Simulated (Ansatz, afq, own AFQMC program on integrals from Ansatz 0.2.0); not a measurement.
# BNH, doublet in 6-31G, levels against full CI

```json
{"atom": "B", "x (Å)": "0.0000", "y (Å)": "0.0000", "z (Å)": "0.0439"}
{"atom": "N", "x (Å)": "0.0000", "y (Å)": "0.0000", "z (Å)": "-1.2617"}
{"atom": "H", "x (Å)": "0.0000", "y (Å)": "0.0000", "z (Å)": "1.2178"}
```

Connectivity, by distances: BH–N.

Basis 6-31G. Only valence electrons are correlated. Ansatz 0.2.0 and our own AFQMC program on the same integrals; the CISD trial comes from CCSD amplitudes, and released means the phaseless constraint is let go. Free AFQMC starts from the CCSD state and is never constrained. Its projection time is finite, and what remains of the start isn't in its error. Uncertainties: one standard error, sampling alone.

Determinant: UHF, the one that the program's search chose, which needn't be the lowest solution. The geometry is a point of a scan.

Full CI on the same integrals is exact in this basis and with this determinant's frozen core.

Cautions: unrestricted determinant slightly spin contaminated (⟨S²⟩ 0.81 against 0.75); the released energies are still falling, so no released level is given (meV from the phaseless value at times in 1/Eh: -2 ± 3 at 0.24, -8.7 ± 2.1 at 0.51, -8 ± 6 at 0.99, -12 ± 3 at 1.62, -16 ± 4 at 2.40), though the last usable value meets full CI within the noise.

The T1 diagnostic is 0.0355. The weight of the determinant in the CISD state is 0.897, the ⟨S²⟩ of the determinant is 0.814 and the size of the correlated space is 9 electrons in 18 orbitals.

Reference: full CI, correlation energy -4.342 eV.

| level | E − E(reference) (kJ/mol) | share of correlation (%) |
| --- | --- | --- |
| HF | 418.9 | 0.00 |
| MP2 | 68.9 | 83.55 |
| CCSD | 15.5 | 96.30 |
| CCSD(T) | 3.8 | 99.10 |
| CCSDT | 1.3 | 99.69 |
| CCSDT(Q) | -0.1 | 100.02 |
| CCSDTQ | 0.1 | 99.98 |
| ph-AFQMC/HF | 2.6 ± 2.3 | 99.38 |
| ph-AFQMC/CISD | 1.7 ± 0.4 | 99.59 |
| free AFQMC | -0.1 ± 0.4 | 100.01 |

CCSDT and higher add their correlation energy to the determinant of the CCSD(T) run, since their own runs factorise the integrals more tightly (a shift of under 2 meV). Free projections are given only where their last times agree within the noise and don't stop above the reference; a slow remainder of the start can still hide under it. A walk keeps the symmetry of its determinant, which the program's search chose and which needn't be the lowest solution, so a lower state of the same spin and another symmetry isn't excluded.
